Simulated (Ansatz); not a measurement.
```yaml
crystal:
  periodic: [false, false, false]
  atoms:
    - {symbol: C, position_ang: [-0.624493, 0.221855, -1.191786]}
    - {symbol: C, position_ang: [-0.322480, -0.520705, -0.118624]}
    - {symbol: N, position_ang: [0.722148, -0.121831, 1.232918]}
    - {symbol: O, position_ang: [0.422148, -0.121831, 0.932918]}
    - {symbol: C, position_ang: [0.928360, 1.190118, 0.899594]}
    - {symbol: H, position_ang: [-1.221069, -0.203559, -1.985956]}
    - {symbol: H, position_ang: [-0.319631, 1.251203, -1.284322]}
    - {symbol: H, position_ang: [-1.087377, -2.287645, -0.712407]}
    - {symbol: H, position_ang: [-0.129023, -2.359308, 0.663564]}
    - {symbol: H, position_ang: [1.507413, 1.317207, 1.812662]}
    - {symbol: H, position_ang: [1.575306, 1.341387, 0.029611]}
    - {symbol: H, position_ang: [0.116912, 1.924131, 0.875805]}
basis:
  gaussian: {orbitals: def2-mTZVP, point_charges: [{charge: 1.00, position_ang: [5.883, -0.470, 0.788]}]}
hamiltonian: {xc: {name: HF}}
output: {forces: true}
```

```sh
$ ansatz run in.yaml --threads 4 --pin off --events-out ev --progress --plain --max-ram 10444MiB
```

Output, abridged:

```
Functional definition: HF
1146 factors; integrals over basis functions are off by at most 1.0e-3 eV
mean field evaluation 1: about -6409.1244 eV, gradient 8.0e1 eV
mean field evaluation 2: about -6409.1903 eV, gradient 8.0e1 eV
mean field evaluation 4: about -6417.9353 eV, gradient 2.0e1 eV
mean field evaluation 8: about -6418.9925 eV, gradient 4.8e-1 eV
mean field evaluation 16: about -6416.9794 eV, gradient 2.0e0 eV
mean field evaluation 64: about -6418.9965 eV, gradient 4.1e-1 eV
a density is far from that of the atoms, so the factors are made again for it
1177 factors; integrals over basis functions are off by at most 7.4e-4 eV
mean field -6418.99839075 eV, -235.8938399066 hartree, gradient 1.5e-5 eV, S^2 0.000000; 0 other end points of the search recorded, 0 dependent functions left out
reference -6418.99839075 eV, -235.8938399066 hartree; 20, 20 occupied and 101, 101 virtual orbitals, 1177 factors
Total energy: -6418.99839075 eV, -235.8938399066 hartree
Atom 0 at    -0.624493     0.221855    -1.191786 Å, force     1.244441     0.437235     2.705280 eV/Å
Atom 1 at    -0.322480    -0.520705    -0.118624 Å, force    -6.097065    -0.377808    -6.072390 eV/Å
Atom 2 at     0.722148    -0.121831     1.232918 Å, force  1299.903746   -22.166012  1314.525671 eV/Å
Atom 3 at     0.422148    -0.121831     0.932918 Å, force -1309.782793   -24.831868 -1305.532418 eV/Å
Atom 4 at     0.928360     1.190118     0.899594 Å, force    14.857501    49.071836    -4.818093 eV/Å
Atom 5 at    -1.221069    -0.203559    -1.985956 Å, force     0.404209    -0.335809     0.213787 eV/Å
Atom 6 at    -0.319631     1.251203    -1.284322 Å, force    -0.337456     0.003016    -0.245585 eV/Å
Atom 7 at    -1.087377    -2.287645    -0.712407 Å, force     1.604217    -2.854590     2.973639 eV/Å
Atom 8 at    -0.129023    -2.359308     0.663564 Å, force    -2.789538    -1.997427    -3.581250 eV/Å
Atom 9 at     1.507413     1.317207     1.812662 Å, force     0.065606     1.470783    -0.559537 eV/Å
Atom 10 at     1.575306     1.341387     0.029611 Å, force     0.266634     0.645830     0.358590 eV/Å
Atom 11 at     0.116912     1.924131     0.875805 Å, force     0.646393     0.866313     0.035748 eV/Å
Dipole moment:    -0.388404    -0.181994    -0.077549 e Å
```

In this input one atom was put on top of another. Self-consistency was reached. The result belongs to that input, not to the molecule as meant.
